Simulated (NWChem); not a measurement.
System: methanethiol (CH$_{4}$S); SMILES CS

NWChem input:

```
start job
memory heap 200 mb stack 900 mb global 1100 mb
geometry units angstroms noautoz
  C      0.007372     1.144073     0.000000
  S      0.073678    -0.666908     0.000000
  H     -0.485965     1.537229     0.899863
  H      1.050474     1.489261     0.000000
  H     -0.485965     1.537229    -0.899863
  H     -1.259317    -0.880595     0.000000
end
basis spherical
  * library def2-tzvpd
end
dft
  xc pbe0
  iterations 150
  mulliken
end
task dft energy
```

Structure relaxed at the PBE0/def2-SVP level.

Problem. Give the results of this calculation. (PBE0/def2-TZVPD.) Quantities: energy (Ha); highest occupied level (eV); orbital gap (eV); dipole (D).

Solution. 
| Quantity | Value |
|---|---|
| energy (Ha) | -438.54 |
| highest occupied level (eV) | -6.84 |
| orbital gap (eV) | 6.82 |
| dipole (D) | 1.56 |
